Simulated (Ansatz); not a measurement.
A made-up structure of NaBH2O, closed shell:

```tsv
atom	x (Å)	y (Å)	z (Å)
B1	-0.0440	0.6284	-0.1969
O2	0.0431	-0.6168	0.1926
Na3	0.1755	-2.5055	0.7850
H4	0.6435	-1.3687	0.3152
H5	0.9296	1.2453	-0.6232
```

It is relaxed with PBE-D4/def2-SVP and then PBE0-D4/def2-TZVP (Ansatz 0.2.0). Atoms count as bonded within 1.22 times the sum of their covalent radii (H–H: 0.88 Å). The end point is not checked to be a true minimum.

Q: Does its bonding change? (Judge from chemistry; the calculation decides.)

A: By the calculation: Yes. Formed: B1–Na3; broken: O2–Na3, Na3–H4.

Where it ends: The first stage lowers the energy by 3.80 eV in 22 steps. It ends as NaBH₂O ([OH][BH][Na]):
```tsv
atom	x (Å)	y (Å)	z (Å)
B1	0.1014	-0.4093	0.0023
O2	1.3645	-0.7728	0.3772
Na3	-1.7647	-2.0460	0.3926
H4	2.0270	-0.0955	0.1968
H5	0.0197	0.7063	-0.4962
```

Labels in which every atom is bracketed show which atoms are joined, not bond orders.

For scale, one of the runs: PBE0-D4/def2-TZVP relaxation, 106 basis functions, launched by `ansatz run in.yaml --threads 2 --pin off --events-out ev --progress --plain --max-ram 4352MiB`. Hardware: 2 CPU threads of an Arm Neoverse V1, shared host. Wall time about 13 s.
